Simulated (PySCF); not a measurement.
Gas-phase reaction: 4 SiH₂ + C₄H₈ (isobutene) ⇌ 4 H₂CSiH₂

Computed with PySCF (xtb for GFN2) and rigid-rotor harmonic-oscillator thermochemistry at 1 bar. † marks an energy on the PBE0/def2-TZVP geometry and frequencies; other levels use their own. 6-31G* has spherical d functions here. All species are closed-shell singlets. B3LYP is the form with VWN-RPA correlation. H₂CSiH₂: computed as isolated molecules; such fragments, hydroxides, amides, oligomers or adducts are transient or little studied in the gas.

| level | ΔH°(298 K), kJ |
|---|---|
| B3LYP/6-31G* | (withheld) |
| GFN2-xTB | -132 |
| HF/6-31G* | -95 |
| PBE/def2-SVP | -288 |
| PBE0/def2-QZVP† | -298 |
| PBE0/def2-SVP† | -261 |
| PBE0/def2-TZVP | -293 |
| r2SCAN/def2-TZVP† | (withheld) |
| LDA/def2-TZVP† | -358 |
| ωB97M-V/def2-TZVP† | (withheld) |
| ωB97X-V/def2-TZVP† | (withheld) |

Q: Complete the blanks.

A: 
- B3LYP/6-31G*, ΔH°(298 K), kJ: -221
- r2SCAN/def2-TZVP†, ΔH°(298 K), kJ: -358
- ωB97M-V/def2-TZVP†, ΔH°(298 K), kJ: -252
- ωB97X-V/def2-TZVP†, ΔH°(298 K), kJ: -269
